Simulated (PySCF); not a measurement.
Compound: cyclo-(PH)3.
Z-matrix (Å and degrees, PBE0-D3(BJ)/def2-SVP geometry), rows numbered from 1:
```
P 
P   1  2.2401
P   2  2.2210  1   59.72
H   1  1.4296  2   96.70  3   -89.99
H   2  1.4297  1   96.77  3    89.60
H   3  1.4301  1   93.04  2    92.01
```

The closed-shell ground state was solved at several levels (PySCF, density fitting, gas phase, non-relativistic).

```
            level  basis functions  HOMO (eV)  LUMO (eV)  gap (eV)  dipole (D)
wB97X-D/def2-SVPD               96      -9.24       0.85     10.09        0.56
   B3LYP/pcSseg-1               87      -7.35      -1.06      6.29        0.69
```

Q: Estimate the row for PBE0/pcSseg-1, a basis of 87 functions; the other rows only guide the guess.

A: HOMO -7.61 eV, LUMO -0.95 eV, gap 6.66 eV, dipole 0.77 D.

Q: Over all these levels, which gives the widest orbital gap and which the narrowest?

A: wB97X-D/def2-SVPD (range-separated hybrid) has the widest, 10.09 eV, and B3LYP/pcSseg-1 (global hybrid, 20 % exact exchange) the narrowest, 6.29 eV. Functional and basis both differ between the two, so the spread mixes both effects.

Q: How far do the dipole and the HOMO energy spread over the levels?

A: The dipole runs from 0.56 to 0.77 D (mean 0.68 D) and the HOMO from -9.24 to -7.35 eV.

One conformer stands for the species.
